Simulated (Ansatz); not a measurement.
Steps of a relaxation of C2H5NO2 (`N=C(O)CO`) with RKS PBE0-D4/def2-TZVP.

```sh
$ ansatz run in.yaml --threads 4 --pin off --events-out ev --progress --plain --max-ram 10444MiB
```

```yaml
crystal:
  periodic: [false, false, false]
  atoms:
    - {symbol: N, position_ang: [-0.587248, -0.014794, 1.704784]}
    - {symbol: C, position_ang: [0.019879, 0.123334, 0.590203]}
    - {symbol: O, position_ang: [1.149438, 0.876795, 0.523957]}
    - {symbol: C, position_ang: [-0.273243, -0.499072, -0.767260]}
    - {symbol: O, position_ang: [0.092509, 0.312928, -1.854555]}
    - {symbol: H, position_ang: [-1.430023, -0.598030, 1.599739]}
    - {symbol: H, position_ang: [1.284200, 1.228899, 1.430495]}
    - {symbol: H, position_ang: [-1.361096, -0.708742, -0.835766]}
    - {symbol: H, position_ang: [0.244262, -1.495952, -0.780255]}
    - {symbol: H, position_ang: [0.944421, 0.723436, -1.608342]}
basis:
  gaussian: {orbitals: def2-TZVP}
hamiltonian: {xc: pbe0, dispersion: d4}
relax: {f_tol: 0.005, max_steps: 150}
```

Positions (Å) and forces (eV/Å) along the path, 13 of 14 steps:

```xyz
10
step=1 energy=-7733.8745 eV
N    -0.587   -0.015    1.705    0.094   -0.190   -1.124
C     0.020    0.123    0.590   -0.114    0.014    0.501
O     1.149    0.877    0.524   -0.433   -0.066    0.805
C    -0.273   -0.499   -0.767   -0.345   -0.471    0.257
O     0.093    0.313   -1.855    0.565    0.042    0.540
H    -1.430   -0.598    1.600    0.499    0.342    0.019
H     1.284    1.229    1.430   -0.044   -0.223   -0.650
H    -1.361   -0.709   -0.836    0.570    0.171   -0.005
H     0.244   -1.496   -0.780   -0.210    0.613   -0.066
H     0.944    0.723   -1.608   -0.582   -0.233   -0.276
10
step=2 energy=-7733.9205 eV
N    -0.586   -0.013    1.689   -0.093   -0.114   -0.291
C     0.022    0.121    0.590    0.097    0.082    0.049
O     1.146    0.870    0.532   -0.181   -0.072    0.245
C    -0.274   -0.502   -0.756   -0.093   -0.178    0.135
O     0.086    0.308   -1.841    0.186    0.032    0.166
H    -1.422   -0.587    1.578    0.148    0.104    0.046
H     1.281    1.219    1.428    0.010   -0.053   -0.205
H    -1.349   -0.707   -0.826    0.177    0.056    0.002
H     0.249   -1.479   -0.779   -0.075    0.199   -0.021
H     0.931    0.719   -1.612   -0.177   -0.056   -0.127
10
step=3 energy=-7733.9266 eV
N    -0.593   -0.011    1.682   -0.035   -0.019   -0.020
C     0.022    0.122    0.591    0.102    0.027   -0.014
O     1.147    0.862    0.539   -0.055   -0.033    0.001
C    -0.271   -0.502   -0.749   -0.018   -0.001    0.025
O     0.080    0.307   -1.837   -0.011    0.006    0.018
H    -1.425   -0.582    1.569   -0.024    0.003    0.018
H     1.284    1.212    1.429    0.029    0.024    0.016
H    -1.339   -0.709   -0.817   -0.020   -0.006   -0.011
H     0.256   -1.469   -0.777    0.019   -0.011   -0.004
H     0.923    0.720   -1.627    0.013    0.010   -0.030
10
step=4 energy=-7733.9273 eV
N    -0.596   -0.011    1.681   -0.021    0.002    0.011
C     0.025    0.119    0.593    0.018    0.041   -0.012
O     1.149    0.859    0.543    0.000   -0.031   -0.005
C    -0.269   -0.503   -0.747    0.008    0.004   -0.004
O     0.073    0.309   -1.835   -0.024    0.010    0.001
H    -1.432   -0.575    1.566   -0.010   -0.014    0.008
H     1.287    1.211    1.432    0.012    0.014    0.014
H    -1.337   -0.714   -0.813   -0.014   -0.009   -0.002
H     0.263   -1.466   -0.780    0.015   -0.019   -0.002
H     0.920    0.721   -1.636    0.016    0.002   -0.009
10
step=6 energy=-7733.9285 eV
N    -0.614    0.004    1.676   -0.005    0.029    0.021
C     0.028    0.118    0.598   -0.014   -0.073    0.020
O     1.169    0.829    0.561    0.024    0.034   -0.051
C    -0.260   -0.507   -0.743   -0.022    0.002    0.008
O     0.040    0.327   -1.829   -0.004    0.015   -0.018
H    -1.459   -0.544    1.554    0.009    0.007   -0.016
H     1.300    1.199    1.444   -0.011   -0.015    0.024
H    -1.322   -0.749   -0.799    0.015   -0.006   -0.005
H     0.301   -1.453   -0.792    0.004    0.017    0.006
H     0.900    0.725   -1.667    0.003   -0.010    0.011
10
step=7 energy=-7733.9284 eV rejected
N    -0.625    0.021    1.674    0.031   -0.027    0.031
C     0.029    0.113    0.601   -0.049    0.077   -0.086
O     1.173    0.822    0.561    0.014   -0.041    0.043
C    -0.256   -0.509   -0.741    0.008    0.007    0.008
O     0.020    0.341   -1.822   -0.008   -0.052    0.030
H    -1.471   -0.525    1.549   -0.001    0.005    0.000
H     1.310    1.178    1.449   -0.007    0.015   -0.004
H    -1.313   -0.774   -0.797   -0.002    0.003    0.006
H     0.326   -1.443   -0.796    0.008    0.005   -0.034
H     0.890    0.725   -1.677    0.007    0.008    0.006
10
step=8 energy=-7733.9290 eV
N    -0.617    0.012    1.676   -0.007    0.007    0.007
C     0.028    0.116    0.598    0.001   -0.020    0.012
O     1.172    0.824    0.561    0.007    0.006   -0.014
C    -0.259   -0.509   -0.743    0.002    0.010    0.007
O     0.031    0.333   -1.825   -0.003    0.003   -0.010
H    -1.464   -0.533    1.553    0.002    0.001   -0.006
H     1.302    1.190    1.446   -0.002   -0.006    0.002
H    -1.318   -0.762   -0.798   -0.001   -0.003   -0.006
H     0.313   -1.448   -0.797    0.004    0.004    0.005
H     0.895    0.726   -1.668   -0.003   -0.003    0.004
10
step=9 energy=-7733.9288 eV rejected
N    -0.619    0.015    1.676   -0.001   -0.004    0.004
C     0.028    0.115    0.600   -0.005    0.036   -0.044
O     1.174    0.820    0.563    0.008   -0.008    0.003
C    -0.256   -0.508   -0.742   -0.038   -0.031   -0.004
O     0.025    0.331   -1.829    0.042    0.016    0.048
H    -1.469   -0.526    1.551    0.003   -0.002   -0.002
H     1.306    1.183    1.449   -0.001    0.003    0.001
H    -1.314   -0.766   -0.799   -0.008   -0.021    0.021
H     0.321   -1.445   -0.793   -0.002    0.003   -0.012
H     0.887    0.730   -1.672    0.002    0.008   -0.016
10
step=10 energy=-7733.9290 eV
N    -0.618    0.015    1.675    0.000   -0.001    0.004
C     0.028    0.116    0.598    0.001   -0.002   -0.001
O     1.173    0.821    0.561   -0.002    0.001   -0.001
C    -0.258   -0.509   -0.743    0.002    0.002    0.001
O     0.028    0.334   -1.825    0.000   -0.001    0.002
H    -1.466   -0.530    1.552   -0.002    0.004   -0.003
H     1.304    1.186    1.447    0.001   -0.001   -0.001
H    -1.317   -0.766   -0.798   -0.001   -0.002    0.000
H     0.317   -1.446   -0.796    0.002    0.000   -0.001
H     0.893    0.727   -1.669   -0.001    0.001   -0.001
10
step=11 energy=-7733.9291 eV
N    -0.622    0.019    1.674    0.001    0.009   -0.005
C     0.029    0.114    0.599   -0.014    0.005   -0.003
O     1.178    0.814    0.564    0.003   -0.009    0.014
C    -0.256   -0.511   -0.741    0.004    0.000   -0.009
O     0.019    0.338   -1.823    0.010   -0.003    0.010
H    -1.475   -0.517    1.548    0.010   -0.006    0.000
H     1.308    1.180    1.450   -0.001    0.000   -0.008
H    -1.312   -0.778   -0.795    0.007    0.001    0.003
H     0.330   -1.442   -0.799   -0.006    0.007   -0.002
H     0.885    0.731   -1.674   -0.012   -0.004   -0.001
10
step=12 energy=-7733.9291 eV
N    -0.623    0.020    1.674    0.006    0.006   -0.007
C     0.030    0.113    0.600   -0.020    0.011   -0.005
O     1.180    0.811    0.565    0.000   -0.005    0.008
C    -0.255   -0.511   -0.741   -0.001    0.002    0.000
O     0.017    0.339   -1.822    0.008   -0.001    0.007
H    -1.476   -0.515    1.546    0.006   -0.005    0.000
H     1.307    1.181    1.449    0.002   -0.004   -0.003
H    -1.311   -0.780   -0.794    0.008    0.001    0.002
H     0.331   -1.442   -0.801   -0.001   -0.003   -0.003
H     0.883    0.732   -1.674   -0.009   -0.002    0.000
10
step=13 energy=-7733.9291 eV
N    -0.624    0.023    1.673    0.002    0.002   -0.007
C     0.028    0.115    0.599    0.006   -0.015    0.003
O     1.181    0.810    0.565   -0.007    0.005    0.005
C    -0.255   -0.511   -0.741   -0.006    0.007    0.001
O     0.017    0.339   -1.822    0.006    0.000    0.003
H    -1.476   -0.514    1.547   -0.001    0.003    0.000
H     1.309    1.178    1.450    0.002   -0.001   -0.004
H    -1.310   -0.782   -0.794    0.001    0.000    0.000
H     0.333   -1.441   -0.800    0.001   -0.002    0.001
H     0.882    0.733   -1.674   -0.004    0.000   -0.001
10
step=14 energy=-7733.9291 eV
N    -0.623    0.022    1.674    0.000   -0.001   -0.001
C     0.029    0.114    0.599   -0.001   -0.001    0.000
O     1.180    0.812    0.565   -0.001   -0.001    0.002
C    -0.255   -0.511   -0.742    0.001    0.002    0.001
O     0.018    0.338   -1.822    0.001   -0.001    0.000
H    -1.475   -0.516    1.547    0.000    0.001    0.000
H     1.308    1.179    1.449    0.001    0.000   -0.002
H    -1.311   -0.780   -0.794    0.000    0.000    0.000
H     0.330   -1.442   -0.800    0.000   -0.001    0.000
H     0.883    0.733   -1.673   -0.001    0.001    0.000
```

Hardware: 4 threads of an Arm Neoverse V1 on a shared host. Wall time 31 s, peak host memory 0.39 GiB.
